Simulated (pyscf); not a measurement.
Optimised with ωB97X-D3(BJ)/def2-SVP in PySCF.

**Question.** How much does it cost (ΔH, 298 K, ωB97M-D3(BJ)/def2-TZVP) to split H₃C–Ti(OH)(OH)–OH at its C–Ti bond into CH₃• + [HO–Ti(OH)–OH]•?

**Answer.** C–Ti to CH₃• + [HO–Ti(OH)–OH]•: 2.30 eV. The 7 functionals that were run give +2.11 (M06-2X) to +2.63 eV (PBE). The radicals are drawn with the spin at the cut bond; how far it spreads was not checked. Other isomers of [HO–Ti(OH)–OH]• were not searched in full and may lie lower. Open-shell species with a d-block atom are single-reference here; other states, and whether the spin sits on metal or ligand, were not checked.
